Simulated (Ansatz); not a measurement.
A nudged elastic band was laid between two geometries of CH3NOS2 (8 atoms, charge 0, multiplicity 1).

Level of theory: RKS r2SCAN/def2-mTZVP (Ansatz 0.2.0).

```json
{
 "movable images": "7",
 "climbing image": "yes",
 "spring": "5.0 eV/Å²",
 "optimiser": "quadratic models (default)",
 "start path": "through a guess of the saddle point",
 "force threshold": "0.03 eV/Å",
 "iteration limit": "56",
 "end points": "relaxed"
}
```

Initial state:

```xyz
8
Properties=species:S:1:pos:R:3
N 0.166 0.527 0.912
C -0.061 -0.155 -0.306
O 0.016 -1.517 -0.136
S -1.395 0.553 -1.356
S 0.660 0.382 -1.914
H 1.107 0.336 1.251
H 0.047 1.529 0.798
H -0.449 -1.712 0.696
```

Final state:

```xyz
8
Properties=species:S:1:pos:R:3
N 0.666 0.687 0.795
C 0.059 -0.138 -0.151
O 0.084 -1.427 0.306
S -1.557 0.367 -1.050
S 0.407 0.217 -1.899
H 0.266 0.537 1.717
H 0.609 1.664 0.533
H -0.443 -1.964 -0.306
```

(1) Which bonds break or form, and what moves?

(2) What energy profile does the band end with?

(3) What is the geometry of the highest image?

## Answers

(1) No bond is made or broken. The height of N1 over the plane of its neighbours goes from 0.36 to -0.34 Å.

(2) The forces met the threshold. The highest image is number 2 of 0 to 8, 7.9 kJ/mol above the first end and 18.2 kJ/mol above the last; the last end lies 10.4 kJ/mol below the first. The profile has 2 maxima (images 2, 6) with wells between them (image 5): this band takes more than one step, which may be the mechanism or a detour left from its start path. A vibrational analysis at the climbing image gives one clearly imaginary mode, 367i cm⁻¹: a first-order saddle point.

| image | path coordinate (Å) | energy (kJ/mol) | height of N1 over the plane of its neighbours (Å) |
| --- | --- | --- | --- |
| 0 | 0.00 | 0.0 | 0.36 |
| 1 | 0.38 | 3.7 | 0.36 |
| 2 | 0.76 | 7.9 | 0.35 |
| 3 | 1.10 | 2.6 | 0.35 |
| 4 | 1.45 | -6.6 | 0.35 |
| 5 | 1.80 | -6.6 | 0.34 |
| 6 | 2.14 | 0.5 | 0.22 |
| 7 | 2.49 | -0.4 | -0.13 |
| 8 | 2.84 | -10.4 | -0.34 |

(3) 
```xyz
8
Properties=species:S:1:pos:R:3
N 0.209 0.664 0.928
C -0.042 -0.129 -0.206
O 0.170 -1.464 0.070
S -1.458 0.350 -1.240
S 0.569 0.384 -1.910
H 1.077 0.371 1.371
H 0.253 1.651 0.693
H -0.686 -1.884 0.238
```

The run took 6.7 min on 2 threads of Arm Neoverse V1, on a shared host, peak memory 0.18 GiB.
